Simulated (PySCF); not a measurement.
# B3LYP/def2-TZVPPD run of NH3 (ammonia)

Aim: the energy change on altering one bond length of NH3 (ammonia) at B3LYP/def2-TZVPPD, from 2 runs. Input form: a Python script.

Program for the calculation: PySCF 2.14.0.

4 further runs of the same task are left out: 4 set aside as unsound or not needed.

## 1. The molecule

NH3 has 4 atoms, charge 0, and is taken as a singlet. As SMILES, `N`. The coordinates come from a GFN2-xTB relaxation.

Bond lengths: N1–H2 1.013 Å, N1–H3 1.013 Å, N1–H4 1.013 Å. Angles: H2–N1–H3 107.7°, H2–N1–H4 107.7°, H3–N1–H4 107.7°.

## 2. The energy at B3LYP/def2-TZVPPD

run.py

```python
from pyscf import gto, dft

mol = gto.M(
    atom='''
N   -0.068160   0.242830   0.108060
H    0.491930  -0.300470   0.753380
H   -0.891960  -0.300620  -0.118350
H    0.468190   0.358250  -0.743090
''',
    basis='def2-tzvppd',
    spin=0,
    max_memory=1860,
    verbose=3,
    charge=0,
)

mf = dft.RKS(mol, xc='b3lyp')
mf.conv_tol = 1e-10
mf.grids.level = 5
mf.kernel()
if not mf.converged:
    mf = mf.newton().run(mf.mo_coeff, mf.mo_occ)

e_final = mf.e_tot
print('E = %.10f Eh' % e_final)
```

Run with:

```bash
$ OMP_NUM_THREADS=1 python run.py
```

Log:

```text
converged SCF energy = -56.5902783227808
E = -56.5902783228 Eh
```

Wall time 5.4 s (1 thread of Arm Neoverse V1, shared host); peak memory 0.4 GiB.

## 3. The distorted shape, same level

run.py

```python
from pyscf import gto, dft

system = gto.Mole()
system.atom = [
    ('N', (-0.336352, 0.185116, 0.533663)),
    ('H', (0.223738, -0.358184, 1.178983)),
    ('H', (-1.160152, -0.358334, 0.307253)),
    ('H', (0.468190, 0.358250, -0.743090)),
]
system.basis = 'def2-tzvppd'
system.spin = 0
system.max_memory = 1860
system.verbose = 4
system.build()

mf = dft.RKS(system, xc='b3lyp')
mf.grids.level = 5
mf.conv_tol = 1e-10
mf.kernel()
if not mf.converged:
    mf = mf.newton().run(mf.mo_coeff, mf.mo_occ)

e_tot = mf.e_tot
print(f'total energy: {e_tot:.8f} hartree')
```

Run with:

```bash
$ OMP_NUM_THREADS=1 python run.py
```

Log:

```text
PySCF version 2.14.0

[INPUT] num. atoms = 4
[INPUT] num. electrons = 10
[INPUT] charge = 0
[INPUT] spin (= nelec alpha-beta = 2S) = 0
[INPUT] symmetry False subgroup None
[INPUT] Mole.unit = angstrom
[INPUT] Symbol           X                Y                Z      unit          X                Y                Z       unit  Magmom
[INPUT]  1 N     -0.336352000000   0.185116000000   0.533663000000 AA   -0.635613161450   0.349818541275   1.008476912814 Bohr   0.0
[INPUT]  2 H      0.223738000000  -0.358184000000   1.178983000000 AA    0.422803543658  -0.676869662201   2.227954975518 Bohr   0.0
[INPUT]  3 H     -1.160152000000  -0.358334000000   0.307253000000 AA   -2.192369542866  -0.677153121120   0.580624020951 Bohr   0.0
[INPUT]  4 H      0.468190000000   0.358250000000  -0.743090000000 AA    0.884750874260   0.676994384125  -1.404236585903 Bohr   0.0

[... 58 lines left out ...]
converged SCF energy = -56.5066569442434
total energy: -56.50665694 hartree
```

It took 6.3 s on 1 thread of Arm Neoverse V1, shared host; peak memory 0.4 GiB.

## 4. Summary of results

At B3LYP/def2-TZVPPD:

| quantity | value |
| --- | --- |
| first shape: total energy | -56.59028 Eh |
| first shape: dipole moment | 1.47 D |
| first shape: HOMO energy | -7.41 eV |
| first shape: LUMO energy | 0.00 eV |
| first shape: HOMO–LUMO gap | 7.41 eV |
| distorted shape: total energy | -56.50666 Eh |
| distorted shape: dipole moment | 1.36 D |
| distorted shape: HOMO energy | -7.42 eV |
| distorted shape: LUMO energy | -1.56 eV |
| distorted shape: HOMO–LUMO gap | 5.86 eV |
| energy change with the N1–H4 bond stretched from 1.013 to 1.519 Å | 2.275 eV |

**Reading.** With the N1–H4 bond stretched from 1.013 to 1.519 Å the energy rises by 2.28 eV (220 kJ/mol). The first shape isn't relaxed at this level, so the change isn't measured from a minimum. Mulliken charges (distorted shape) run from -0.38 on N1 to +0.14 on H4; in a basis this large or diffuse they mean little.
